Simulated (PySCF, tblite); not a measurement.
# HO−: protonation, part 1 of 2

Wanted: protonation for HO− (`[OH-]`).

Programs: tblite 0.8.0 and PySCF 2.14.0, with routines of our own; each step states its level. All values are computed. Atoms count from 0.

## Step 1: The starting structure

2 atoms, charge -1, multiplicity 1; geometry from: start built from the parent or by distance geometry.

## Step 2: Geometry optimisation with GFN2-xTB

What the job is given:

```
{"job": {"kind": "relax", "xc": "GFN2-xTB", "basis": "xTB"}, "charge": -1, "multiplicity": 1}
O      0.506400    -0.006100    -0.005300
H     -0.500900     0.008700    -0.023000
```

Launch:

```sh
$ OMP_NUM_THREADS=1 python redox_run.py task.json out
```

The driver reads the jobs from task.json and runs them one after another.

What it wrote:

```text
step      E/eV     max force
  0    -127.37934    1.033
  1    -127.39472    0.033
  2    -127.39473    0.004
```

It took 0.01 s on 1 thread of Arm Neoverse V2, shared host.

The steps of the relaxation:

| step | energy from step 0 (eV) | largest force (eV/Å) |
| --- | --- | --- |
| 0 | 0.0000 | 1.0333 |
| 1 | -0.0154 | 0.0330 |
| 2 | -0.0154 | 0.0040 |

The bond:

| bond | before (Å) | after (Å) | change (Å) |
| --- | --- | --- | --- |
| O0–H1 | 1.008 | 0.979 | -0.029 |

The next job starts from the end point, and lists it.

## Step 3: Harmonic vibrations with GFN2-xTB

What the job is given:

```
{"job": {"kind": "ir", "xc": "GFN2-xTB", "basis": "xTB"}, "charge": -1, "multiplicity": 1}
O      0.492069    -0.005908    -0.005534
H     -0.486556     0.008444    -0.022764
```

What it wrote:

```text
mode    cm-1     km/mol
  1    3396.9    247.99
ZPE 20.318  H(298)-E 28.995  G(298)-E -22.457 kJ/mol  S 172.57 J/(mol K)
```

Wall time 0.04 s (1 thread of Arm Neoverse V2, shared host).

The strongest bands and the atoms that carry them (share of the mass-weighted mode):

| cm⁻¹ | km/mol | atoms |
| --- | --- | --- |
| 3397 | 248.0 | H1 94 % |

## Step 4: Relaxing the molecule at PBE0-D3(BJ)/ma-def2-SVP

What the job is given:

```
{"job": {"xc": "PBE0", "basis": "ma-def2-SVP", "d3": "d3bj", "grid": 1, "kind": "geom"}, "charge": -1, "multiplicity": 1}
O      0.492069    -0.005908    -0.005534
H     -0.486556     0.008444    -0.022764
```

What it wrote:

```text
step   0  E = -75.65555322  max force = 0.013210
step   1  E = -75.65573539  max force = 0.001255
step   2  E = -75.65573891  max force = 0.000104
optimisation converged
```

Wall time 0.44 s (1 thread of Arm Neoverse V2, shared host).

Relaxation path:

| step | energy from step 0 (eV) | largest force component (eV/Å) |
| --- | --- | --- |
| 0 | 0.0000 | 0.6793 |
| 1 | -0.0050 | 0.0645 |
| 2 | -0.0051 | 0.0053 |

The bond:

| bond | before (Å) | after (Å) | change (Å) |
| --- | --- | --- | --- |
| O0–H1 | 0.979 | 0.965 | -0.014 |

The next job starts from the end point, and lists it.

| at the end point | value |
| --- | --- |
| point group (found at 0.08 Å tolerance) | Cinfv |
| rotational constants (GHz, main isotopes) | 572.4, 572.4 |

## Step 5: Harmonic vibrations (HO−): PBE0-D3(BJ)/ma-def2-SVP

What the job is given:

```
{"job": {"xc": "PBE0", "basis": "ma-def2-SVP", "d3": "d3bj", "grid": 2, "kind": "hessian"}, "charge": -1, "multiplicity": 1}
O     -0.080164    -0.301277     0.352455
H      0.085667     0.303806    -0.380751
```

What it wrote:

```text
coarse grid: 1712 points
cycle   1  E = -75.4321863696  dE =  1.836e-02  |g| = 9.497e-01  |ddm| = 1.085e+00
cycle   2  E = -74.3598602102  dE =  1.072e+00  |g| = 2.290e+00  |ddm| = 2.788e+00
cycle   3  E = -75.6387766820  dE = -1.279e+00  |g| = 7.132e-02  |ddm| = 2.139e+00
cycle   4  E = -75.6403299250  dE = -1.553e-03  |g| = 1.482e-02  |ddm| = 8.976e-02
cycle   5  E = -75.6403685805  dE = -3.866e-05  |g| = 3.336e-03  |ddm| = 1.491e-02
cycle   6  E = -75.6403705754  dE = -1.995e-06  |g| = 6.823e-04  |ddm| = 1.775e-03
final grid: 16584 points
cycle   7  E = -75.6557259162  dE =  1.002e-06  |g| = 6.534e-03  |ddm| = 8.235e-03
cycle   8  E = -75.6556997314  dE =  2.618e-05  |g| = 1.316e-02  |ddm| = 1.335e-02
cycle   9  E = -75.6557344502  dE = -3.472e-05  |g| = 6.686e-05  |ddm| = 9.132e-03
cycle  10  E = -75.6557344514  dE = -1.224e-09  |g| = 1.914e-05  |ddm| = 9.229e-05
cycle  11  E = -75.6557344515  dE = -8.288e-11  |g| = 1.696e-06  |ddm| = 2.461e-05
converged SCF energy = -75.6557344515

mode    cm-1
  1    3835.8
ZPE 22.943  H(298)-E 31.619  G(298)-E -19.762 kJ/mol  S 172.33 J/(mol K)
```

Run time: 0.66 s. Hardware: 1 thread of Arm Neoverse V2, shared host.

Zero-point energy 22.94 kJ/mol (xTB gave 20.32).

## Step 6: Single point (HO−): PBE0-D3(BJ)/ma-def2-TZVP

Geometry: PBE0-D3(BJ)/ma-def2-SVP.

What the job is given:

```
{"job": {"kind": "sp", "xc": "PBE0", "basis": "ma-def2-TZVP", "d3": "d3bj", "grid": 2}, "charge": -1, "multiplicity": 1}
O     -0.080164    -0.301277     0.352455
H      0.085667     0.303806    -0.380751
```

What it wrote:

```text
coarse grid: 1712 points
cycle   1  E = -75.5127702217  dE =  4.371e-02  |g| = 1.029e+00  |ddm| = 7.766e-01
cycle   2  E = -73.1166161604  dE =  2.396e+00  |g| = 2.918e+00  |ddm| = 3.233e+00
cycle   3  E = -75.7329193898  dE = -2.616e+00  |g| = 1.914e-01  |ddm| = 2.946e+00
cycle   4  E = -75.7444097239  dE = -1.149e-02  |g| = 3.411e-02  |ddm| = 1.850e-01
cycle   5  E = -75.7446180467  dE = -2.083e-04  |g| = 6.114e-03  |ddm| = 2.891e-02
cycle   6  E = -75.7446241369  dE = -6.090e-06  |g| = 1.876e-03  |ddm| = 3.725e-03
final grid: 16584 points
cycle   7  E = -75.7444771923  dE =  3.289e-06  |g| = 9.368e-03  |ddm| = 7.991e-03
cycle   8  E = -75.7444128560  dE =  6.434e-05  |g| = 2.062e-02  |ddm| = 1.603e-02
cycle   9  E = -75.7444930648  dE = -8.021e-05  |g| = 3.077e-04  |ddm| = 1.145e-02
cycle  10  E = -75.7444930836  dE = -1.888e-08  |g| = 6.425e-06  |ddm| = 1.727e-04
cycle  11  E = -75.7444930837  dE = -2.403e-11  |g| = 1.273e-06  |ddm| = 1.316e-05
converged SCF energy = -75.7444930837
```

It took 0.18 s on 1 thread of Arm Neoverse V2, shared host.

## Step 7: Geometry optimisation at PBE0-D3(BJ)/ma-def2-SVP

This step treats H₂O, `O`.

What the job is given:

```
{"job": {"xc": "PBE0", "basis": "ma-def2-SVP", "d3": "d3bj", "grid": 1, "kind": "geom"}, "charge": 0, "multiplicity": 1}
O      0.162545    -0.501364     0.161965
H     -0.166741     0.367767    -0.075246
H     -0.242336    -0.739998     0.998146
```

What it wrote:

```text
step   0  E = -76.29192079  max force = 0.004337
step   1  E = -76.29205330  max force = 0.000345
step   2  E = -76.29205357  max force = 0.000081
optimisation converged
```

Run time: 0.35 s. Hardware: 1 thread of Arm Neoverse V2, shared host.

Step by step:

| step | energy from step 0 (eV) | largest force component (eV/Å) |
| --- | --- | --- |
| 0 | 0.0000 | 0.2230 |
| 1 | -0.0036 | 0.0177 |
| 2 | -0.0036 | 0.0042 |

Distances of close pairs at the start and the end, largest changes first:

| bond | before (Å) | after (Å) | change (Å) |
| --- | --- | --- | --- |
| O0–H1 | 0.959 | 0.962 | +0.002 |
| O0–H2 | 0.959 | 0.962 | +0.002 |

The next job starts from the end point, and lists it.

| at the end point | value |
| --- | --- |
| point group (found at 0.08 Å tolerance) | C2v |
| rotational constants (GHz, main isotopes) | 820.6, 431.8, 282.9 |
| dipole moment (D) | 2.20 |

## Step 8: Harmonic vibrations (H2O): PBE0-D3(BJ)/ma-def2-SVP

What the job is given:

```
{"job": {"xc": "PBE0", "basis": "ma-def2-SVP", "d3": "d3bj", "grid": 2, "kind": "hessian"}, "charge": 0, "multiplicity": 1}
O      0.169227    -0.508206     0.155079
H     -0.053350     0.417830     0.022040
H     -0.362381    -0.783401     0.907669
```

What it wrote:

```text
coarse grid: 2328 points
cycle   1  E = -76.2101267466  dE = -1.645e-02  |g| = 5.931e-01  |ddm| = 1.360e+00
cycle   2  E = -76.1270726764  dE =  8.305e-02  |g| = 8.889e-01  |ddm| = 9.071e-01
cycle   3  E = -76.2773647034  dE = -1.503e-01  |g| = 3.050e-02  |ddm| = 5.470e-01
cycle   4  E = -76.2775405080  dE = -1.758e-04  |g| = 3.090e-03  |ddm| = 1.712e-02
cycle   5  E = -76.2775420261  dE = -1.518e-06  |g| = 4.884e-04  |ddm| = 2.719e-03
final grid: 21952 points
cycle   6  E = -76.2920643882  dE = -7.259e-06  |g| = 3.185e-03  |ddm| = 8.111e-03
cycle   7  E = -76.2920624130  dE =  1.975e-06  |g| = 4.578e-03  |ddm| = 4.511e-03
cycle   8  E = -76.2920662431  dE = -3.830e-06  |g| = 5.000e-05  |ddm| = 2.621e-03
cycle   9  E = -76.2920662438  dE = -6.895e-10  |g| = 9.191e-06  |ddm| = 5.654e-05
cycle  10  E = -76.2920662438  dE = -1.869e-11  |g| = 1.565e-06  |ddm| = 9.706e-06
converged SCF energy = -76.2920662438

mode    cm-1
  1    1596.2
  2    3887.4
  3    3994.4
ZPE 56.691  H(298)-E 66.616  G(298)-E 10.339 kJ/mol  S 188.75 J/(mol K)
```

Wall time 1.2 s (1 thread of Arm Neoverse V2, shared host).

Zero-point energy 56.69 kJ/mol (xTB gave 52.84).

## Step 9: Single point (H2O): PBE0-D3(BJ)/ma-def2-TZVP

Geometry: PBE0-D3(BJ)/ma-def2-SVP.

What the job is given:

```
{"job": {"kind": "sp", "xc": "PBE0", "basis": "ma-def2-TZVP", "d3": "d3bj", "grid": 2}, "charge": 0, "multiplicity": 1}
O      0.169227    -0.508206     0.155079
H     -0.053350     0.417830     0.022040
H     -0.362381    -0.783401     0.907669
```

What it wrote:

```text
coarse grid: 2328 points
cycle   1  E = -76.3027173217  dE = -4.700e-03  |g| = 6.593e-01  |ddm| = 9.147e-01
cycle   2  E = -76.1956751783  dE =  1.070e-01  |g| = 1.015e+00  |ddm| = 7.637e-01
cycle   3  E = -76.3804222534  dE = -1.847e-01  |g| = 3.384e-02  |ddm| = 4.733e-01
cycle   4  E = -76.3806313453  dE = -2.091e-04  |g| = 5.409e-03  |ddm| = 1.639e-02
cycle   5  E = -76.3806355613  dE = -4.216e-06  |g| = 6.926e-04  |ddm| = 2.371e-03
final grid: 21952 points
cycle   6  E = -76.3793151039  dE = -1.496e-05  |g| = 3.056e-03  |ddm| = 5.749e-03
cycle   7  E = -76.3793136939  dE =  1.410e-06  |g| = 4.097e-03  |ddm| = 2.882e-03
cycle   8  E = -76.3793164384  dE = -2.745e-06  |g| = 2.513e-04  |ddm| = 1.776e-03
cycle   9  E = -76.3793164489  dE = -1.051e-08  |g| = 1.971e-05  |ddm| = 1.016e-04
cycle  10  E = -76.3793164490  dE = -7.520e-11  |g| = 2.843e-06  |ddm| = 1.117e-05
converged SCF energy = -76.3793164490
```

It took 0.2 s on 1 thread of Arm Neoverse V2, shared host.

## Step 10: Protonation: PBE0-D3(BJ)/ma-def2-TZVP

This step combines the energies above: geometries from PBE0-D3(BJ)/ma-def2-SVP, zero-point and thermal terms from PBE0-D3(BJ)/ma-def2-SVP.

What the job is given:

```
{"job": {"kind": "pa", "geom": {"xc": "PBE0", "basis": "ma-def2-SVP", "d3": "d3bj", "grid": 1}, "hess": 1, "level": {"xc": "PBE0", "basis": "ma-def2-TZVP", "d3": "d3bj"}}, "charge": -1, "multiplicity": 1}
O     -0.080164    -0.301277     0.352455
H      0.085667     0.303806    -0.380751
```

Output (the driver's rows laid out field by field):

```text
protonation site by site, PBE0-D3(BJ)/ma-def2-TZVP // PBE0-D3(BJ)/ma-def2-SVP

row 1
  formula                 H2O
  charge                  0
  multiplicity            1
  smiles                  O
  kept                    yes
  pieces                  1
  point_group             C2v
  atom                    0
  element                 O
  electronic              1666.73
  enthalpy                1637.93
  free_energy             1610.34
  share_gas               1.0
```

It took 3.4 s on 1 thread of Arm Neoverse V2, shared host.

Energy given off on adding a proton (kJ/mol, gas phase, 298 K for the thermal columns):

| site | product | electronic | enthalpy | free energy |
| --- | --- | --- | --- | --- |
| O0 | O | 1666.7 | 1637.9 | 1610.3 |

(Continued in part 2 of 2.)
